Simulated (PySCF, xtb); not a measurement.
## AlH4NS: which of two structures lies lower

Structure I: `[NH2][AlH][SH]`, a singlet. Structure II: a singlet given by its coordinates. Both are isolated molecules in the gas phase, relaxed with B3LYP-D4/def2-SVP; the shapes shown needn't be the lowest conformers.

I (Å):

| atom | x (Å) | y (Å) | z (Å) |
| --- | --- | --- | --- |
| Al | -0.9142 | -0.4550 | 0.2726 |
| N | -2.3795 | -0.8721 | 1.1750 |
| S | 0.9132 | -0.0646 | 1.4351 |
| H | -2.4560 | -0.9483 | 2.1850 |
| H | -3.2782 | -1.0732 | 0.7463 |
| H | -0.9346 | -0.3708 | -1.3017 |
| H | 1.6603 | 0.1876 | 0.3348 |

II (Å):

```csv
atom,x (Å),y (Å),z (Å)
Al,-0.4788,0.6324,-0.5814
N,-0.2620,0.1619,1.4252
S,-0.5522,-1.1145,-1.6300
H,-0.2423,-0.8647,1.4075
H,0.6045,0.4896,1.8639
H,-0.5061,2.2152,-0.5400
H,-1.0340,0.4549,2.0324
```

Close contacts (Å): Al1–N2 2.07, Al1–S3 2.04, Al1–H6 1.58, N2–H4 1.03, N2–H5 1.02, N2–H7 1.02.

Estimate E(II) − E(I) at the level CCSD(T)/def2-SVP + ΔMP2/def2-TZVPP.

Calculated at CCSD(T)/def2-SVP + ΔMP2/def2-TZVPP: E(II) − E(I) = +16.1 kcal/mol, so structure I lies lower.

How the difference moves with the method:

```json
{"level": "B3LYP-D4/def2-SVP", "geometry": "B3LYP-D4/def2-SVP", "E(II) − E(I) (kcal/mol)": "+13.5", "departure from the last row (kcal/mol)": "−2.6", "job, with rough time for the two": "optimisation, 97 s"}
{"level": "HF/def2-SVP", "geometry": "B3LYP-D4/def2-SVP", "E(II) − E(I) (kcal/mol)": "+16.0", "departure from the last row (kcal/mol)": "−0.1", "job, with rough time for the two": "part of the CCSD(T) run"}
{"level": "MP2/def2-SVP", "geometry": "B3LYP-D4/def2-SVP", "E(II) − E(I) (kcal/mol)": "+13.7", "departure from the last row (kcal/mol)": "−2.4", "job, with rough time for the two": "part of the CCSD(T) run"}
{"level": "CCSD(T)/def2-SVP", "geometry": "B3LYP-D4/def2-SVP", "E(II) − E(I) (kcal/mol)": "+13.7", "departure from the last row (kcal/mol)": "−2.5", "job, with rough time for the two": "single point"}
{"level": "CCSD(T)/def2-SVP + ΔMP2/def2-TZVPP", "geometry": "B3LYP-D4/def2-SVP", "E(II) − E(I) (kcal/mol)": "+16.1", "departure from the last row (kcal/mol)": "", "job, with rough time for the two": "single point, 24 s"}
```

None of the levels shown reverses the order. The largest departure from CCSD(T)/def2-SVP + ΔMP2/def2-TZVPP is that of B3LYP-D4/def2-SVP, 2.6 kcal/mol. Levels run at GFN2-xTB geometries aren't shown. The last row adds to CCSD(T) the change of the MP2 difference between the two basis sets, here +2.5 kcal/mol.

With thermal terms from frequencies at re-optimised GFN2-xTB minima (ideal gas, soft modes damped towards free rotors, one conformer each, 298.15 K, 1 atm): on the last row, ΔE + ΔZPE = +19.7, ΔH = +19.5, ΔG = +19.7 kcal/mol.

The correlated steps freeze 11 core orbitals. Codes used: PySCF 2.14.0, xtb 6.7.1; the last row on 2 threads of Arm Neoverse V1 on a shared host.
